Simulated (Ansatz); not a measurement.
Basis-set series for `ClCCCCl`. Total charge 0; spin multiplicity 1. The structure was optimised at the PBE0-D4/def2-TZVP level. It is one conformer, not always the lowest.

| atom | x (Å) | y (Å) | z (Å) |
| --- | --- | --- | --- |
| Cl1 | -1.9906 | -1.5688 | 1.1557 |
| C2 | -0.4765 | -0.6565 | 0.9343 |
| C3 | -0.4393 | 0.0063 | -0.4235 |
| C4 | 0.8091 | 0.8326 | -0.6371 |
| Cl5 | 2.2902 | -0.1682 | -0.6405 |
| H6 | -0.4303 | 0.0783 | 1.7390 |
| H7 | 0.3423 | -1.3633 | 1.0553 |
| H8 | -1.3024 | 0.6727 | -0.5246 |
| H9 | -0.5230 | -0.7506 | -1.2069 |
| H10 | 0.7790 | 1.3401 | -1.5999 |
| H11 | 0.9416 | 1.5774 | 0.1483 |

| functional | basis | functions | energy (Eh) | HOMO (eV) | LUMO (eV) |
| --- | --- | --- | --- | --- | --- |
| PBE0-D4 | def2-TZVPP | 261 | -1037.97010 | -8.31 | 0.51 |
| PBE0-D4 | def2-QZVPP | 491 | -1038.00396 | -8.35 | 0.17 |
| ωB97M-V | def2-TZVPP | 261 | -1038.29829 | -10.59 | 2.25 |
| ωB97M-V | def2-QZVPP | 491 | -1038.33107 | -10.65 | 1.59 |

**Question.** Give the rows for def2-SVP. (Estimate.)

**Answer.** Computed: 
```csv
functional,basis,functions,energy (Eh),HOMO (eV),LUMO (eV)
PBE0-D4,def2-SVP,108,-1037.52081,-8.12,1.03
ωB97M-V,def2-SVP,108,-1037.84475,-10.37,2.94
```

Positive LUMOs are unbound and depend on the basis.
